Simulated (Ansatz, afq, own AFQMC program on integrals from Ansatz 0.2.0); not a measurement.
**Where AFQMC and coupled cluster stand for HCl, singlet**

```yaml
atoms:
  - { symbol: Cl, position_ang: [0.0000, 0.0000, 0.0000] }
  - { symbol: H, position_ang: [0.0000, 0.0000, 2.3310] }
```

Basis cc-pVDZ. Noble-gas cores (and the filled d shells of Ga–Kr and In–Xe) are frozen. Integrals, coupled cluster, full CI and functionals: Ansatz 0.2.0; the random walks run on the same integrals in our own AFQMC program. ph-AFQMC/CISD is guided by a CISD state made of CCSD amplitudes; releasing the constraint for a short imaginary time cuts its bias at the price of noise, slowly where states lie close. Error bars are statistical, one sigma.

Determinant: RHF, the one that the program's search chose, which needn't be the lowest solution. The geometry is a point of a scan.

Full CI on the same integrals is exact in this basis and with this determinant's frozen core.

Cautions: restricted determinant unstable towards unrestricted (UHF 1.68 eV lower, ⟨S²⟩ 0.86); strong correlation (T1 0.030, weight of the determinant 0.82, largest double 0.39); the CCSD(T) amplitudes may be one of several solutions (largest double 0.39); the CCSDT(Q) amplitudes may be one of several solutions (largest double 0.44); the CCSDTQ amplitudes may be one of several solutions (largest double 0.44); the released energies are still falling, so no released level is given (meV from the phaseless value at times in 1/Eh: -15 ± 4 at 0.24, -21 ± 4 at 0.51, -29 ± 5 at 0.99, -37 ± 3 at 1.62, -41 ± 5 at 2.40).

```
T1 diagnostic                               : 0.0300
weight of the determinant in the CISD state : 0.816
size of the correlated space                : 8 electrons in 18 orbitals
```

Reference: full CI, correlation energy -5.754 eV.

```csv
level,E − E(reference) (kcal/mol),share of correlation (%)
HF,132.69,0.00
MP2,27.05,79.61
CCSD,5.98,95.49
CCSD(T),0.57,99.57
CCSDT,0.46,99.66
CCSDT(Q),-0.02,100.02
CCSDTQ,0.02,99.98
ph-AFQMC/HF,8.78 ± 0.90,93.38
ph-AFQMC/CISD,1.67 ± 0.10,98.75
```

CCSDT and higher add their correlation energy to the determinant of the CCSD(T) run, since their own runs factorise the integrals more tightly (a shift of under 2 meV). A walk keeps the symmetry of its determinant, which the program's search chose and which needn't be the lowest solution, so a lower state of the same spin and another symmetry isn't excluded.
